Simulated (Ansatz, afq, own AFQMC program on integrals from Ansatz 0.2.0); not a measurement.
## AlSiH3, triplet: AFQMC among the cluster methods

```xyz
5

Al   -1.7024    0.0000    0.0000
H    -2.4953    1.3734    0.0000
H    -2.4953   -1.3734    0.0000
H     0.3616    0.0000    0.0000
Si    1.8016    0.0000    0.0000
```

Connectivity, by distances: AlH2 ··· SiH.

Basis cc-pVTZ. Only valence electrons are correlated. Integrals, coupled cluster, full CI and functionals: Ansatz 0.2.0; the random walks run on the same integrals in our own AFQMC program. ph-AFQMC/CISD is guided by a CISD state made of CCSD amplitudes; releasing the constraint for a short imaginary time cuts its bias at the price of noise, slowly where states lie close. ± is one standard error of the sampling.

Determinant: UHF, the one that the program's search chose, which needn't be the lowest solution. The geometry is a point of a scan.

No full CI on the walks' own integrals is used here; CCSDT(Q) serves as the reference and is uncertain by about the last step of the cluster series.

Cautions: lower spins were not checked; the released energies are still falling, so no released level is given (meV from the phaseless value at times in 1/Eh: -16 ± 7 at 0.24, -21 ± 5 at 0.51, -32 ± 5 at 0.99, -42 ± 6 at 1.62, -47 ± 7 at 2.40), though the last usable value meets CCSDT(Q) within the noise.

```
T1 diagnostic                               : 0.0357
weight of the determinant in the CISD state : 0.843
⟨S²⟩ of the determinant                     : 2.038
size of the correlated space                : 10 electrons in 100 orbitals
```

```tsv
level	correlation energy (eV)
MP2	-4.5746
CCSD	-5.6694
CCSD(T)	-5.8890
```

(1) Estimate where phaseless AFQMC with a CISD trial lies against CCSD(T) on the same integrals.

(1) 0.67 ± 0.12 kcal/mol below CCSD(T).

Reference: CCSDT(Q), correlation energy -5.958 eV.

```csv
level,E − E(reference) (kcal/mol),share of correlation (%)
CCSD(T),1.59,98.84
CCSDT,0.36,99.73
ph-AFQMC/HF,1.99 ± 0.59,98.55
ph-AFQMC/CISD,0.93 ± 0.12,99.33
```

A walk keeps the symmetry of its determinant, which the program's search chose and which needn't be the lowest solution, so a lower state of the same spin and another symmetry isn't excluded.
